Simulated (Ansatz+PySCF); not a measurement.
A calculation with PySCF 2.14.0.

```python
from pyscf import gto, scf, mp

mol = gto.M(atom="""
C 0.000000 -0.455860 -2.061530
C 0.000000 0.448150 -0.690280
C 0.000000 -0.448150 0.690280
C 0.000000 0.455860 2.061530
H 0.000000 0.223930 -3.036870
H 0.958480 -1.159700 -2.115410
H -0.958480 -1.159700 -2.115410
H -0.950150 1.170150 -0.686250
H 0.950150 1.170150 -0.686250
H 0.950150 -1.170150 0.686250
H -0.950150 -1.170150 0.686250
H 0.000000 -0.223930 3.036870
H 0.958480 1.159700 2.115410
H -0.958480 1.159700 2.115410
""", basis='def2-svp', charge=0, spin=0)
mf = scf.UHF(mol)
mf.kernel()
pt = mp.MP2(mf, frozen=4).run()
print(mf.e_tot, pt.e_corr, pt.e_tot)
```

The script is written out from the run's settings.

The run gave:

- Converged: yes
- Reference energy: -157.11302 hartree
- Correlation energy: -0.59936 hartree
- Total energy: -157.71238 hartree
